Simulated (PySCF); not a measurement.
# C2H4 (ethylene) at ADC(2)/aug-pc-1 (root kind ee)

Aim: the vertical excitations of C2H4 (ethylene). 

The calculation is run with PySCF 2.14.0.

1 further run of the same task is left out (set aside as unsound or not needed).

## 1. The molecule

C2H4: 6 atoms, total charge 0, spin state singlet. SMILES: `C=C`. Geometry: relaxed at GFN2-xTB.

Bond lengths: C1–C2 1.316 Å, C1–H3 1.078 Å, C1–H4 1.078 Å, C2–H5 1.078 Å, C2–H6 1.078 Å. Angles: C1–C2–H5 122.0°, C1–C2–H6 122.0°, C2–C1–H3 122.0°, C2–C1–H4 122.0°, H5–C2–H6 116.0°, H3–C1–H4 116.0°.

## 2. The excited states at ADC(2)/aug-pc-1 (root kind ee)

Contents of start.xyz:

```xyz
6
C2H4
C     -0.086880    -0.636790    -0.142220
C      0.086650     0.636720     0.142160
H      0.031180    -1.409010     0.600400
H     -0.356240    -0.969850    -1.131230
H     -0.029250     1.409080    -0.600620
H      0.354540     0.969850     1.131520
```

Contents of input.py:

```python
from pyscf import gto, scf, adc

molecule = gto.Mole()
molecule.atom = 'start.xyz'
molecule.max_memory = 1860
molecule.verbose = 4
molecule.basis = 'aug-pc-1'
molecule.charge = 0
molecule.build()

hf = scf.RHF(molecule)
hf.conv_tol = 1e-10
hf.kernel()
if not hf.converged:
    hf = hf.newton().run(hf.mo_coeff, hf.mo_occ)

myadc = adc.ADC(hf, frozen=2)
myadc.method = 'adc(2)'

myadc.method_type = 'ee'
e, vec, osc, x = myadc.kernel(nroots=3)

roots = e * 27.211386
print('root  energy (eV)  strength')
for i, (w, f) in enumerate(zip(roots, osc), 1):
    print('%3d %10.4f %10.5f' % (i, w, f))
```

Run with:

```console
$ OMP_NUM_THREADS=1 python input.py
```

What values should one expect? Wanted: dipole moment; HOMO energy; LUMO energy; HOMO–LUMO gap; correlation energy; lowest excitation energy.

**Answer.** As computed:

Level: ADC(2)/aug-pc-1 (root kind ee), 2 core orbitals frozen.

| quantity | value |
| --- | --- |
| dipole moment (Hartree–Fock density) | 0.00 D |
| HOMO energy (Hartree–Fock orbitals) | -10.35 eV |
| LUMO energy (Hartree–Fock orbitals) | 0.92 eV |
| HOMO–LUMO gap (Hartree–Fock orbitals) | 11.27 eV |
| correlation energy (2 core orbitals frozen) | -284.2 mEh |
| lowest excitation energy | 7.26 eV |

The brightest of the 3 transitions from the ground state lies at 7.26 eV (171 nm, f = 0.085).
